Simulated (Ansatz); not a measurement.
Geometry optimisation, RKS PBE0-D4/def2-SVP in Ansatz.

The input (input.yaml):

```yaml
crystal:
  periodic: [false, false, false]
  atoms:
    - { symbol: B, position_ang: [0.0, 0.0, 0.0] }
    - { symbol: H, position_ang: [0.0, 0.0, 1.19] }
    - { symbol: Cl, position_ang: [1.6108, 0.0, -0.93] }
    - { symbol: Cl, position_ang: [-1.6108, 0.0, -0.93] }
basis:
  gaussian: { orbitals: def2-SVP }
hamiltonian:
  xc: pbe0
  dispersion: d4
relax:
  f_tol: 0.02
  max_steps: 40
```

Launched with:

```bash
$ ansatz run input.yaml --threads 1 --pin off --max-ram 2048MiB --backend cpu --events-out ev --progress --plain --runs-dir out
```

Problem. Where does it end, and by what steps?

Solution. The run converged. After 3 steps the energy has fallen by 0.335 eV; Cl3 moved furthest, 0.11 Å.

```tsv
step	energy less start (eV)	largest force component (eV/Å)	accepted
0	0.0000	2.534	yes
1	-0.2699	1.418	yes
2	-0.3323	0.238	yes
3	-0.3348	0.007	yes
```

```xyz
4
Properties=species:S:1:pos:R:3
B 0.000 0.000 -0.036
H 0.000 0.000 1.164
Cl 1.510 0.000 -0.899
Cl -1.510 0.000 -0.899
```

Whether the end is a true minimum wasn't checked by a vibrational analysis.

Time of the run: 5 s on 1 thread of Arm Neoverse V2 (shared host), peak memory 0.1 GiB.
